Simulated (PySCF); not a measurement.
# FS: the cost of one run

Method: method and basis as typed in the scripts; program: PySCF 2.14.0.

1 further run of the same task is left out (it didn't finish).

## Step 1: The system as given

SF⁺ (triplet): 2 atoms, charge 1, spin multiplicity 3.

No contacts short enough for the rule that draws bonds.

## Step 2: The run that the others are compared with

File input.py:

```python
from pyscf import gto, scf, cc

mol = gto.M(
    atom='S 0 0 0; F 0 0 1.955',
    basis='jorge-dzp-dkh',
    charge=1,
    spin=2,
    verbose=4,
)
mf = scf.ROHF(mol)
mf = mf.sfx2c1e()
mf.kernel()
mycc = cc.CCSD(mf, frozen=6)
mycc.kernel()
e = mycc.eeccsd(nroots=4)[0]
print('roots (eV) =', (e*27.211386).round(3))
mf.dip_moment()
print('orbital energies (hartree):', mf.mo_energy[..., max(0, mol.nelec[1]-3):mol.nelec[0]+3].round(4))
```

Launch:

```sh
> OMP_NUM_THREADS=1 python input.py
```

**Question.** How long does this run take on 1 thread of Intel Xeon 6975P-C, shared host, and how much memory does it need?

About 3.5 s, with a peak of 0.18 GiB.
